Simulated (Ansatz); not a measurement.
# CN (doublet): the correlation ladder at distance N1–C2 = 1.160 Å, 6-31G

Aim: climb from Hartree-Fock through coupled cluster and multireference methods for CN (doublet) at one geometry and basis, and see what each rung misses.

Method: 6-31G, core rule «outside noble gas», up to 2 orbitals frozen; program: Ansatz 0.2.0, Gaussian basis.

Plan: UHF; CCSD(T) on ROHF; CCSD(T) on UHF; BCCD(T) on ROHF; CISD; CCSDT(Q) on ROHF; CCSDT(Q) on UHF; CISDTQ; CCSDTQ on ROHF; CCSDTQ on UHF; CASSCF and MRCISD+Q, 3 electrons in 3 orbitals; CASSCF and NEVPT2, 3 electrons in 3 orbitals; CASSCF and MRCISD+Q, 9 electrons in 8 orbitals; CASSCF and NEVPT2, 9 electrons in 8 orbitals; Full CI.

27 further runs of the same task are left out: 7 for a known fault of the program, 17 that didn't finish, 3 set aside as unsound or not needed.

**1. The system**

The geometry derives from a PBE0/def2-TZVP stationary point (not a proven minimum). One bond is set to the value named and the two fragments are kept rigid.

2 atoms, charge 0, spin multiplicity 2.

Atoms are counted from 1 here; the program's logs count them from 0.

Bond lengths: N1–C2 1.160 Å.

Coordinates:

```
N     0.00000    0.00000    0.00000
C     0.00000    0.00000    1.16008
```

**2. UHF**

The input, in.yaml:

```yaml
crystal:
  periodic: [false, false, false]
  atoms:
    - {symbol: N, position_ang: [0.000000, 0.000000, 0.000000]}
    - {symbol: C, position_ang: [0.000000, 0.000000, 1.160084]}
basis:
  gaussian: {orbitals: 6-31G}
magnetization: {spin_polarized: true, initial_magnetization: 1}
hamiltonian: {xc: hf}
output: {orbitals: {seedname: orbitals}}
```

On the command line:

```console
$ ansatz run in.yaml --threads 1 --pin off --events-out ev --progress --plain --max-ram 2393MiB
```

The runs that follow: CCSD(T) on ROHF; CCSD(T) on UHF; BCCD(T) on ROHF; CISD; CCSDT(Q) on ROHF; CCSDT(Q) on UHF; CISDTQ; CCSDTQ on ROHF; CCSDTQ on UHF; CASSCF and MRCISD+Q, 3 electrons in 3 orbitals; CASSCF and NEVPT2, 3 electrons in 3 orbitals; CASSCF and MRCISD+Q, 9 electrons in 8 orbitals; CASSCF and NEVPT2, 9 electrons in 8 orbitals; Full CI.

Q: Predict the results of all the runs planned. Wanted: FCI below the RHF energy; RMP2 from FCI; UMP2 from FCI; RCCSD from FCI; RCCSD(T) from FCI; UCCSD(T) from FCI; RCCSDT(Q) from FCI; UCCSDT(Q) from FCI; NEVPT2 pair from FCI.

The runs gave:

| quantity | value |
| --- | --- |
| FCI below the RHF energy | -6.0444 eV |
| RMP2 from FCI | +425.2 meV |
| UMP2 from FCI | +1370.2 meV |
| RCCSD from FCI | +282.8 meV |
| RCCSD(T) from FCI | +69.5 meV |
| UCCSD(T) from FCI | +98.5 meV |
| RCCSDT(Q) from FCI | +0.1 meV |
| UCCSDT(Q) from FCI | +2.1 meV |
| NEVPT2 pair from FCI | +559.7 meV |
| MRCISD+Q pair from FCI | +128.5 meV |
| NEVPT2 valence from FCI | +422.8 meV |
| levels within 1 kcal/mol (43 meV) | RCCSDT(Q), UCCSDT(Q), RCCSDTQ, UCCSDTQ, MRCISD+Q valence |
| T1 diagnostic | 0.055 |
| effectively unpaired electrons | 1.14 |

What this shows: RCCSD(T) lands +69.5 meV from the yardstick (1.1 % of the correlation energy). CCSD(T) misses by +69.5 meV on the restricted determinant and by +98.5 meV on the unrestricted one; the two need not hold the same state or core. The occupations are near whole numbers, but T1 = 0.055 shows that the orbitals relax strongly. Of the multireference levels listed MRCISD+Q valence comes nearest in total energy (+13.5 meV), which doesn't show that its space is the better one. These misses are within one basis, not against nature; the frozen cores of restricted and unrestricted runs differ, which can shift their rows.
